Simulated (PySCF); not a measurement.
An unknown is described by computed data only.

Formula: C2H7P.

| Quantity | Value |
| --- | --- |
| 13C NMR | chemical shifts (computed TMS as zero) by class: 10.5 (2 C) ppm [GIAO B97-2/pcSseg-2] |
| Rotational structure | rotational constants A, B, C: 16.207, 7.025, 5.430 GHz [PBE0-D3(BJ)/def2-TZVP] |
| Polarisability | 54.9 au [CAM-B3LYP/aug-cc-pVTZ] |
| NMR, other nuclei | isotropic shieldings of nuclei other than C and H, by class: 416 (1 P) ppm [GIAO B97-2/pcSseg-2] |
| UV, strongest line | among the 10 lowest singlet transitions: S3 at 6.38 eV (194 nm, f = 0.073) [TDDFT CAM-B3LYP/aug-cc-pVTZ] |
| 1H NMR | chemical shifts (computed TMS as zero) by class: 3.54 (1 H), 1.10 (6 H) ppm [GIAO B97-2/pcSseg-2] |
| Triplet | lowest triplet excitation (Tamm–Dancoff): 5.09 eV [TDA CAM-B3LYP/aug-cc-pVTZ] |
| UV, first state | lowest singlet excitation: 5.72 eV (217 nm, f = 0.028) [TDDFT CAM-B3LYP/aug-cc-pVTZ] |

The electronic properties come from PySCF, for the isolated species, density fitting. Levels stand in brackets. Geometry: PBE0-D3(BJ)/def2-TZVP; no solvent, vibrations or thermal averaging. Each NMR value is the plain mean over a class of atoms that symmetry, rotation or inversion makes alike.

Task: What is the compound? Reason from the data.

Result: Numbering: `[CH3:1][PH:2][CH3:3]`. 2 carbons fall into 1 class: sp3 carbon bound to phosphorus [C1/C3] (10.5 ppm, 2 C). Hydrogen classes from least to most shielded: 1 H on a phosphine phosphorus, P2 (3.54 ppm), 6 H on 2 like atoms (sp3 carbon bound to phosphorus), C1/C3 (1.10 ppm). The other shieldings belong to: 416 ppm, phosphine phosphorus [P2]. The optimised geometry has point group Cs and is an asymmetric top. Structure: dimethylphosphine, `CPC`. The assignments are read from this structure; whether some other isomer fits the data as well wasn't checked.
